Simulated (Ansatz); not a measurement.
Run this with Ansatz's Python interface and show what comes out.

Script `cas_h2s2si.py`:
```python
# -*- coding: utf-8 -*-
"""Static correlation in H2S2Si: natural occupations of an active space."""

import ansatz

GEOMETRY = """
Si   -0.26490    0.22140   -0.22820
S     1.67380   -0.31880    0.25250
S     0.07930   -1.30410    1.12240
H    -0.69200   -0.19580   -1.57650
H    -0.74630    1.52360    0.38830
"""


def main():
    system = ansatz.Crystal.molecule()
    for line in GEOMETRY.strip().splitlines():
        symbol, *xyz = line.split()
        system = system.atom(symbol, [float(v) for v in xyz])

    setup = (
        system.calculation()
        .basis(gaussian="cc-pVDZ")
        .correlation(active_electrons=4, active_orbitals=4)
    )
    for method in [None]:
        data = (setup if method is None else setup.correlation(method)).run(threads=1).report
        space = data["configurations"]
        state = space["states"][0]
        print(method or "casscf", f"total {data['free_energy_ev'] / 27.211386246:.6f} Ha, active-space state {state['energy']['hartree']:.6f} Ha, mean field {data['reference_energy_ev'] / 27.211386246:.6f} Ha")
        print("  determinants", state["n_determinants"], " natural occupations", [round(n, 3) for n in space["natural_occupations"]])


if __name__ == "__main__":
    main()
```

```console
$ python cas_h2s2si.py
casscf total -1085.198894 Ha, active-space state -1085.198894 Ha, mean field -1085.169223 Ha
  determinants 36  natural occupations [1.981, 1.967, 0.035, 0.017]
```

What to keep in mind:
- Total energies depend on the basis set; only differences at equal settings carry meaning.
- The geometry is a force-field or estimated start, not a minimum of this method, and the basis set is short of its limit. The active space starts as a window about the frontier orbitals and is then optimised, not chosen by chemistry.
- Wall time of the script: 4.4 s on 1 thread of Intel(R) Xeon(R) 6975P-C (Granite Rapids), on a shared host, peak memory 0.21 GiB.

(A comment or docstring line of the script was reworded after the run, the code is as it ran; lines on the test bed's own set-up are left out of the output.)
